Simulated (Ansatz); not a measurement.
## How far each method lies from RCCSDTQ for H₃O⁺, singlet

Geometry: displaced at random from a stationary point.

```xyz
4

O     0.0138    0.0049   -0.0439
H     0.7898    0.0276    0.2350
H    -0.5581    0.7904    0.2195
H    -0.4514   -0.8962    0.2418
```

Basis cc-pVDZ; Ansatz 0.2.0. Correlated methods freeze the noble-gas cores, which leaves 8 electrons in 28 orbitals. R marks a restricted (for open shells ROHF) determinant. Active spaces: valence = (8e, 7o) chosen from the atoms' valence shells.

Full CI isn't at hand for all of this; RCCSDTQ serves as the reference, and is uncertain by the last step of the cluster series or more.

* UHF ⟨S²⟩: 0.000
* T1 diagnostic (RCCSD): 0.0062
* largest doubles amplitude (RCCSD): 0.041

Problem. From what is known of these methods and the diagnostics, rank them by the size of their error in total energy against RCCSDTQ in cc-pVDZ, smallest first (an estimate: the text doesn't fix the numbers).
A. RCCSDT
B. RMP2
C. RCCSD
D. NEVPT2 (valence space)
E. CASSCF (valence space)

Solution. A (1.0 kJ/mol), C (9.7 kJ/mol), B (39.3 kJ/mol), D (62.1 kJ/mol), E (346.3 kJ/mol).

All errors are against RCCSDTQ in cc-pVDZ. Within each family the higher level lies nearer, as is usual though not guaranteed.

Natural occupations of CASSCF (valence space) about the gap: 1.999 1.986 1.980 1.977 0.023 0.021 0.014; effectively unpaired electrons, Σ n²(2−n)², 0.01.
